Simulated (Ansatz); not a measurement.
Reaction (isomerisation): `CC(=N)O` → `CC(N)=O`

Calculated with Ansatz (gas phase, PBE0-D4/def2-TZVP geometries, no zero-point term in ΔE). CBS: MP2 limit from def2 TZ/QZ plus the TZ coupled-cluster correction, frozen cores. DFT in def2-TZVPP. Each species was taken in one conformer, which may not be the lowest.

Is it downhill or uphill in electronic energy at CCSD(T)/CBS, and by how much? (An estimate is asked.)

The calculation gave: Downhill: ΔE = -42.7 kJ/mol.

What do these levels give: LDA (SPW92), r2SCAN-D4, r2SCAN0-D4, CAM-B3LYP-D4, BLYP, CAM-B3LYP, LC-ωPBE, HF/def2-SVP, SCS-MP2/def2-TZVPP, CCSD/def2-TZVPP, CCSD(T)/def2-TZVPP, MP2/CBS(def2)? (Estimate.)

The calculation gave: LDA (SPW92) -49.8, r2SCAN-D4 -50.9, r2SCAN0-D4 -50.5, CAM-B3LYP-D4 -50.9, BLYP -51.1, CAM-B3LYP -50.9, LC-ωPBE -53.3, HF/def2-SVP -56.9, SCS-MP2/def2-TZVPP -44.9, CCSD/def2-TZVPP -42.6, CCSD(T)/def2-TZVPP -41.9, MP2/CBS(def2) -46.4 kJ/mol.

Largest T1 diagnostic among the species: 0.014.

In def2-TZVPP, CCSD(T) changes the Hartree–Fock value by +9.9 kJ/mol (the triples alone add +0.7 kJ/mol) and MP2 by +6.2 kJ/mol. Leaving LDA and LC-ωPBE aside and taking each functional with its dispersion term where it has one, the values, not all of them listed here, spread over 4.1 kJ/mol, from BHLYP-D4 to ωB97M-V. At CCSD(T), def2-SVP lies −5.1 kJ/mol from the extrapolated value and def2-TZVPP +0.8 kJ/mol.
